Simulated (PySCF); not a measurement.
hydrogen chloride (ClH), SMILES Cl. Coordinates come from a PBE0-D3(BJ)/def2-TZVPD optimisation.

Q: Give the equilibrium geometry at PBE0-D3(BJ)/def2-TZVPD (PySCF confirms it by a frequency run) as Cartesian coordinates in Å, and its point group. (An estimate is asked for; the answer gives what the named calculation found.)

A: point group C∞v.
```xyz
2

Cl     0.0000     0.0000    -0.0711
H      0.0000     0.0000     1.2083
```
Charge 0, spin multiplicity 1.
